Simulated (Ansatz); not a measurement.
2H WS2, treated with PBEsol in Ansatz (PAW).

Settings: plane-wave cutoff 560 eV, 12×12×4 k mesh (along the axes of the cell as run), perturbation theory, no spin polarisation, scalar-relativistic PAW data made under PBE.

Cell (relaxed at this level):

Space group P6₃/mmc (No. 194); a = b = 3.1461 Å, c = 12.6942 Å, α = β = 90.00°, γ = 120.00°

| atom | site | symmetry | x | y | z |
|---|---|---|---|---|---|
| W | 2c | -6m2 | 0.3333 | 0.6667 | 0.2500 |
| S | 4f | 3m. | 0.6667 | 0.3333 | 0.1265 |

Question: Predict the electronic dielectric constant ε∞ (mean over three axes) and static dielectric constant (mean over three axes).

Answer: 
electronic dielectric constant ε∞ (mean over three axes): 10.8
static dielectric constant (mean over three axes): 10.9

Note: the cell comes from a level without a dispersion term, which matters for the spacing of layers, chains or molecules; the cell has widely spaced layers and the level no dispersion term, so their spacing and the moduli can rest on weak binding.

Spin–orbit coupling is not included.

Ansatz is a program for electronic structure.
